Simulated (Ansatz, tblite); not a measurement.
Cost and result up the ladder for Li₂S⁻ (3 atoms). The state is a doublet with charge -1. Geometry: r2SCAN-D4/def2-TZVPD.

```tsv
atom	x (Å)	y (Å)	z (Å)
Li1	1.012	0.229	1.122
Li2	-1.205	-0.889	-0.306
S3	0.193	0.660	-0.816
```

Ansatz on 4 threads of Arm Neoverse V1 on a shared host; xTB runs through tblite on one thread. Times are rough, summed over both states, and most runs start from the orbitals of an earlier one. CCSD(T)/def2-TZVPPD serves as the yardstick here, not as an exact answer. The other state is a singlet.

The xTB rows come from tblite. Correlated methods freeze 5 core orbitals; core or outer-core shells of Li are correlated, in sets that lack core-valence functions. The structure comes from a short search, and lower isomers may exist.

Correlated methods converge slowly with the basis.

Raw xTB energies of ions are shifted by several eV, and xTB has no spin-polarisation term.

```json
{"level": "GFN1-xTB", "functions": "17", "wall time": "0.003 s", "vertical IE (eV)": "5.22", "difference from CCSD(T)/def2-TZVPPD (eV)": "4.64", "remarks": "–"}
{"level": "GFN2-xTB", "functions": "17", "wall time": "0.004 s", "vertical IE (eV)": "3.51", "difference from CCSD(T)/def2-TZVPPD (eV)": "2.93", "remarks": "–"}
{"level": "PBE-D4/def2-TZVPD", "functions": "80", "wall time": "1.1 s", "vertical IE (eV)": "0.77", "difference from CCSD(T)/def2-TZVPPD (eV)": "0.19", "remarks": "HOMO above zero (-1 doublet)"}
{"level": "r2SCAN-D4/def2-TZVPD", "functions": "80", "wall time": "2.5 s", "vertical IE (eV)": "0.71", "difference from CCSD(T)/def2-TZVPPD (eV)": "0.13", "remarks": "HOMO above zero (-1 doublet)"}
{"level": "CCSD(T)/def2-TZVPPD", "functions": "95", "wall time": "2.5 s", "vertical IE (eV)": "0.58", "difference from CCSD(T)/def2-TZVPPD (eV)": "0.00", "remarks": "–"}
{"level": "PBE0-D4/def2-TZVPD (with forces)", "functions": "80", "wall time": "2.8 s", "vertical IE (eV)": "0.74", "difference from CCSD(T)/def2-TZVPPD (eV)": "0.16", "remarks": "HOMO above zero (-1 doublet)"}
```
